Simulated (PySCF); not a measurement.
# SO: bond curves at several levels of theory

The task here is to estimate one member of a computed series from the others.

Program: PySCF 2.14.0. Level of theory: S 6-311G(d,p), O 6-311G(d,p), no relativity. These are calculated values, not measurements.

Set-up of the first run:

Settings of the job:

```
atoms                         : S, O
charge                        : 0
basis                         : S 6-311G(d,p), O 6-311G(d,p)
Hamiltonian                   : no relativity
basis functions               : 44
electrons treated             : 24
masses in u                   : 31.9721, 15.9949
levels                        : PBE0, PBE, r²SCAN, BLYP, BP86, r²SCAN0, LC-ωPBE, HF, MP2, SCS-MP2, CCSD, CCSD(T)
grid                          : 80 radial by 434 angular points
occupations                   : held fixed by the projection of orbital angular momentum
dissociation limit            : S + O, each in its ground configuration
starting distance in angstrom : 1.585
values of 2S to try           : 0, 2, 4
```

On the command line:

```sh
> OMP_NUM_THREADS=1 python dia.py task.json out
```

Steps of the session up to this table: Set-up; PBE0 along the bond; Higher solutions at PBE0; PBE (GGA); r²SCAN (meta-GGA); BLYP (GGA); BP86 (GGA); r²SCAN0 (hybrid meta-GGA); LC-ωPBE (range-separated hybrid); UHF; MP2 and coupled cluster.

One table of the session follows, with a row left open; its other results are not shown here.

| level | Re (Å) | ωe (cm⁻¹) | De (eV) |
| --- | --- | --- | --- |
| UHF | 1.461 | 1310 | 1.72 |
| UHF-MP2 | 1.514 | 1091 | 4.71 |
| UHF-SCS-MP2 | 1.501 | 1144 | 4.34 |
| UHF-CCSD | 1.501 | 1144 | 4.10 |
| UHF-CCSD(T) | 1.511 | 1101 | 4.35 |
| PBE | 1.529 | 1059 | 5.61 |
| BLYP | 1.540 | 1020 | 5.38 |
| BP86 | 1.531 | 1052 | 5.58 |
| r²SCAN | 1.512 | 1109 | 5.22 |
| PBE0 | 1.500 | 1156 | 4.93 |
| r²SCAN0 | ? | ? | ? |
| LC-ωPBE | 1.487 | 1223 | 4.84 |
| measured | 1.481087 | 1149.22 | n/a |

**Question.** Estimate the row for r²SCAN0.

As computed: Re (Å): 1.492; ωe (cm⁻¹): 1183; De (eV): 4.66. In the column «Re (Å)» it lies between LC-ωPBE (1.487) and PBE0 (1.500).

De is counted to S + O in their ground configurations.
